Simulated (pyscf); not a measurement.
PySCF, gas phase, ωB97X-D3(BJ)/def2-SVP geometries. Correlated levels are frozen-core, on RHF or UHF. ΔMP2 is the change of the MP2 total energy from the triple- to the quadruple-zeta basis.

Q: For ethanol (H₃C–CH₂–OH) + silylene (SiH₂) [singlet] → H₃C–CH₂–O–SiH₃, an insertion (singlet surface; H–O broken, O–Si, H–Si formed), PBE/def2-TZVP gives ΔE‡ = -0.29 eV and ΔE = -3.21 eV (zero: the separated reactants). In which direction and how far do r²SCAN/def2-TZVP, ωB97M-D3(BJ)/def2-TZVP, CCSD(T)/def2-TZVPP + ΔMP2(QZVPP) move these?

A: r²SCAN: ΔE‡ = -0.34 eV, ΔE = -3.54 eV; ωB97M-D3(BJ): ΔE‡ = 0.09 eV, ΔE = -3.28 eV; CCSD(T): ΔE‡ = 0.09 eV, ΔE = -3.31 eV. PBE's barrier lies among them. Its reaction energy lies over all of them, by 0.07 to 0.33 eV. On the reactant side the descent ends in an adduct with a O–Si contact, 1.06 eV under the separated species and 1.05 eV under the saddle at ωB97X-D3(BJ)/def2-TZVP. At PBE, r²SCAN the saddle lies under the separated reactants, which points to a path from their complex (located at ωB97X-D3(BJ) alone). What is counted as formed (O–Si) is already present as a longer contact in the reactant adduct; forming that adduct is a step of its own. At ωB97X-D3(BJ)/def2-TZVP the barrier from the zero used here is -0.02 eV. H₃C–CH₂–O–SiH₃ lies 0.79 eV over its isomer H₃C–CH₂–SiH₂–OH (electronic energy, ωB97M-D3(BJ)/def2-TZVP). This is the saddle that the search found; another between the same sides may lie lower. The CCSD(T) − MP2 part came from Ansatz, without density fitting, on the same reference.
